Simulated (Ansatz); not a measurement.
A geometry relaxed with PBE0-D3(BJ)/def2-TZVP (Ansatz, an electronic-structure program), charge 0, multiplicity 1:

```xyz
4

Cl     1.9024    -0.8080     0.0891
Cl    -0.2522     2.0533    -0.0125
Cl    -1.6502    -1.2454    -0.0766
Al     0.0000     0.0000     0.0000
```

### Question
Write the SMILES of this molecule.

### Answer
`[Cl][Al]([Cl])[Cl]`
